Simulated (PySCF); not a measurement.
Species: C6H9 (doublet state).
Geometry (PBE0-D3(BJ)/def2-SVP, Å), atoms numbered from 1 in this order:
```xyz
15
C6H9 angstrom
C      0.2161    1.2561   -0.5479
C      1.4455    0.5420   -0.1091
C      1.1807   -0.8657    0.3387
C     -0.0348   -1.4233    0.3406
C     -1.2800   -0.6939   -0.0688
C     -1.1034    0.8277   -0.0113
H      0.3130    2.2023   -1.0866
H      2.1992    0.5348   -0.9196
H      1.9497    1.0941    0.7163
H      2.0465   -1.4560    0.6570
H     -0.1414   -2.4700    0.6456
H     -2.1211   -0.9995    0.5758
H     -1.5638   -1.0035   -1.0920
H     -1.1873    1.1364    1.0537
H     -1.9277    1.3345   -0.5362
```

Identity: `[CH]1CC=CCC1` [radical].

Method: UKS B3LYP, IGLO-III on C, pcH-1 on H, non-relativistic, mean-field spin-orbit, GIAO (PySCF). Geometry: PBE0-D3(BJ)/def2-SVP, one conformer, isolated molecule. The SCF solution wasn't tested for stability.

(1) Break the g tensor into its mass correction, gauge correction and orbital-Zeeman/spin–orbit terms.

(2) What effective moment and Curie constant follow for a powder?

(3) Average each term over the three axes. Which is largest in size?

(4) In a frozen sample, at which fields do the three g values resonate at 9.5, 34, 94 and 263 GHz (hyperfine left aside), and which band first spreads them over more than twice a line width of 0.5 mT?

Results:

(1) 
```tsv
Δg (ppm)	1	2	3
relativistic mass correction	-137	-137	-137
gauge correction	8	31	32
orbital Zeeman/spin–orbit	10	461	753
total	-119	355	649
```

So g = 2.00220, 2.00267, 2.00297 and g_iso = 2.00261; the tensor is rhombic: the two nearest values differ by 38 % of g3 − g1. Axes: g3 points within 5° of the C1–H7 bond.

(2) With the mean of g² = 4.0105 and S(S+1) = 0.75: μ_eff = √(⟨g²⟩S(S+1)) = 1.734 μB and χT = 0.12505·⟨g²⟩·S(S+1) = 0.376 cm³ K/mol (cgs; spin-Hamiltonian part alone).

(3) The orbital-Zeeman/spin–orbit term 408, the mass correction -137 and the gauge correction 24 ppm, for a total of 295 ppm. The orbital-Zeeman/spin–orbit term is the largest in size. The mass correction is the same along every axis, so the anisotropy comes from the other two: their spans along these axes are 24 (gauge) and 743 ppm (orbital Zeeman/spin–orbit).

(4) 
| band | GHz | B(g3) mT | B(g2) mT | B(g1) mT | spread mT |
| --- | --- | --- | --- | --- | --- |
| X | 9.5 | 338.87 | 338.92 | 339.00 | 0.13 |
| Q | 34.0 | 1212.81 | 1212.99 | 1213.28 | 0.47 |
| W | 94.0 | 3353.07 | 3353.56 | 3354.35 | 1.29 |
| J | 263.0 | 9381.45 | 9382.83 | 9385.05 | 3.60 |

The spread grows in proportion to the frequency. W band is the first where it exceeds 1.0 mT.

The Mulliken spin populations are largest on C1 (+1.04), C6 (-0.10), C2 (-0.09) and H14 (+0.07). C1 is the only atom above +0.15. The angles at C1 add up to 358.8°, so it is planar; its axial dipolar tensor and the negative coupling of its proton fit spin in a p orbital normal to that plane.

The HOMO–LUMO gaps are 5.45 eV among the α and 5.28 eV among the β orbitals.
